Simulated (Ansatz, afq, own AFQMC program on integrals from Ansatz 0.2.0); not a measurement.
AFQMC on a folder of integrals that Ansatz 0.2.0 wrote.

```yaml
crystal:
  periodic: [false, false, false]
  atoms:
    - {symbol: B, position_ang: [0.000000, 0.000000, 0.000000]}
    - {symbol: O, position_ang: [0.000000, 0.000000, 1.248000]}
basis:
  gaussian: {orbitals: 6-31G}
magnetization: {spin_polarized: true, initial_magnetization: 3}
correlation: {method: ccsd_t, electrons: outside_noble_gas, hamiltonian_folder: ham}
```

```sh
$ ansatz run in.yaml --threads 1 --pin off --events-out ev --progress --plain --max-ram 16896MiB --backend cuda --devices 0, --max-vram 18GiB
```

Options of the walk:

```
--method free --trial cisd --walkers 100 --time-step 0.05 --max-blocks 60 --target-error 0.00072 --factor-cut 0.001 --seed 3746 --times 0.0,0.4,0.8,1.6,2.4 --taylor-order 6
```

Times are imaginary, in 1/Eh. The walk had a cap of 60 s.

Log:

```
orbitals 16  electrons 6 3  factors 70 of 201
reference energy -99.30793662 Eh
CCSD correlation -0.11554836 Eh in 14 cycles, weight of the determinant in the CISD state 0.8718
repeat  energy at the last time / Eh  error
    10  -99.430822  0.000697
    20  -99.430902  0.000548
    30  -99.431083  0.000453
time / (1/Eh)  energy / Eh  error  mean overlap
  0.00  -99.423612  0.000196  1.1466
  0.40  -99.427661  0.000261  1.1472
  0.80  -99.429421  0.000283  1.1416
  1.60  -99.430592  0.000383  1.1250
  2.40  -99.431137  0.000442  1.1151
energy -99.431137 +/- 0.000442 Eh
```

The run passed its tests (error under three times the target), which doesn't prove that it has relaxed.

Against this walk (error 12.0 meV) on the same determinant: CCSD(T) 54.5 meV higher, CCSDT(Q) 184.8 meV lower, CCSDTQ 176.6 meV lower, full CI 178.1 meV lower. The error is statistical, and a free projection of finite length keeps a remainder of its start. The projection is still falling at its last time (meV from the last point: 205 ± 5 at 0.00, 95 ± 7 at 0.40, 47 ± 8 at 0.80, 15 ± 10 at 1.60, 0 ± 12 at 2.40), so its energy is a cut-off value, and the gaps above aren't errors of the other methods. Full CI is exact here, so the walk's 178 meV above it is the walk's own error: what remains of the start. The determinant is a poor start (see the cautions), so the low cluster orders aren't to be relied on, and full CI is the sure value.

Cautions: remainder of the start not in the error; lower spins were not checked; strong correlation (T1 0.019, weight of the determinant 0.87, largest double 0.28); the CCSDT(Q) amplitudes may be one of several solutions (largest double 0.93); the CCSDTQ amplitudes may be one of several solutions (largest double 0.94); the determinant fills πx and πy unequally, so it mixes two states of the linear molecule, and each level undoes that mixture to a different degree, while full CI gives the lower state; the coarse factor cut changes the integrals a little; the time-step error isn't removed.

The walk took 3.1 s on 1 × NVIDIA H100 80GB HBM3 with 2 threads of AMD EPYC 7R13 Processor (Zen 3) (shared host) (the card was shared). The log's last line is the free-projection energy.

CCSDT and higher add their correlation energy to the determinant of the CCSD(T) run, since their own runs factorise the integrals more tightly (a shift of under 2 meV).
